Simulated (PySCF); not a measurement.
Isomers of C4H12P2, from PySCF, PBE0-D3(BJ)/def2-SVP geometry optimisation, gas phase. One conformer each, no zero-point energy, no frequencies.

Task: Which isomer lies lower at this level?
A. `[CH3:1][C:2]([CH3:3])([CH3:4])[PH:5][PH2:6]` with C2–P5–P6–H -158° and 109°: A = 3421, B = 1432, C = 1323 MHz, dipole 0.74 D
B. `[CH2:1]=[P@@:2]([CH3:3])([PH2:4])[CH2:5][CH3:6]` with C1–P2–P4–H -44° and 49°, C1–P2–C5–C6 180°: A = 2059, B = 2047, C = 1470 MHz, dipole 1.73 D

Result: A. That is `CC(C)(C)PP`, 31.8 kcal/mol below the other.

```csv
SMILES,mapped SMILES,E (Eh),relative (kcal/mol),relative (kJ/mol),dipole (D)
CC(C)(C)PP,[CH3:1][C:2]([CH3:3])([CH3:4])[PH:5][PH2:6],-841.58806,0.0,0.0,0.74
C=[P@@](C)(P)CC,[CH2:1]=[P@@:2]([CH3:3])([PH2:4])[CH2:5][CH3:6],-841.53744,31.8,132.9,1.73
```
